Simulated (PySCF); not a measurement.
Job file and geometry (Å, from PBE0-D3(BJ)/def2-SVP) of an NMR shielding run on `ClC(Cl)=C(Cl)Cl`, C2Cl4, PySCF 2.14.0, density-fitted response routines, GIAO PBE0/pcSseg-1 NMR shielding, non-relativistic, gas phase; density fitting, a coarse starting grid and PySCF grid level 2 are the driver's defaults:

```
$ OMP_NUM_THREADS=1 python probes_run.py task.json out

{"job": {"kind": "nmr", "xc": "PBE0", "basis": "pcSseg-1"}, "charge": 0, "multiplicity": 1}
Cl    -1.530614     0.462095     1.404563
C     -0.034204     0.276629     0.594420
Cl     1.341050     0.874141     1.419597
C      0.055281    -0.306355    -0.619472
Cl     1.552755    -0.497076    -1.426551
Cl    -1.321139    -0.905453    -1.441838
```

Question: What does the program print?

Answer: 
```
coarse grid: 8672 points
cycle   1  E = -1916.1062904279  dE =  1.015e+00  |g| = 4.319e-01  |ddm| = 2.903e+00
cycle   2  E = -1916.0021905282  dE =  1.041e-01  |g| = 7.930e-01  |ddm| = 1.403e+00
cycle   3  E = -1916.1544503572  dE = -1.523e-01  |g| = 2.277e-02  |ddm| = 9.750e-01
cycle   4  E = -1916.1545466246  dE = -9.627e-05  |g| = 7.818e-03  |ddm| = 3.721e-02
cycle   5  E = -1916.1545607076  dE = -1.408e-05  |g| = 1.926e-03  |ddm| = 1.374e-02
cycle   6  E = -1916.1545616550  dE = -9.474e-07  |g| = 2.775e-04  |ddm| = 3.749e-03
final grid: 69400 points
cycle   7  E = -1916.1870684532  dE = -2.931e-05  |g| = 5.394e-03  |ddm| = 1.609e-02
cycle   8  E = -1916.1870640700  dE =  4.383e-06  |g| = 5.830e-03  |ddm| = 1.019e-02
cycle   9  E = -1916.1870716707  dE = -7.601e-06  |g| = 2.061e-03  |ddm| = 8.925e-03
cycle  10  E = -1916.1870726109  dE = -9.401e-07  |g| = 8.123e-05  |ddm| = 2.510e-03
cycle  11  E = -1916.1870726117  dE = -8.095e-10  |g| = 5.217e-05  |ddm| = 1.249e-04
cycle  12  E = -1916.1870726123  dE = -6.080e-10  |g| = 1.726e-05  |ddm| = 5.724e-05
converged SCF energy = -1916.1870726123

GIAO shielding tensors (ppm)
atom      isotropic    diamagn.    paramagn.     s11        s22        s33       span
  0 Cl     612.681    1144.438    -531.757    440.947    501.157    895.938    454.991
  1 C       46.082     249.228    -203.146    -31.410     73.384     96.271    127.682
  2 Cl     612.996    1144.425    -531.429    441.169    501.924    895.895    454.726
  3 C       46.082     249.222    -203.140    -31.463     73.316     96.395    127.858
  4 Cl     613.257    1144.407    -531.150    441.147    502.374    896.249    455.102
  5 Cl     613.166    1144.420    -531.254    441.338    502.131    896.028    454.689
```

Question: Turn these shieldings into chemical shifts. Shifts are taken against calculated references (same method and geometry level): HCl for 35Cl (943.27 ppm); 13C (184.41 ppm) against TMS.

Answer: Averaging equivalent atoms: Cl 0/2/4/5: 330; C 1/3: 138.3 ppm. 

Size and cost of the density-fitted run: 130 basis functions, 11 s wall time on 1 thread of an Arm Neoverse V1, shared host; peak memory 0.63 GiB.
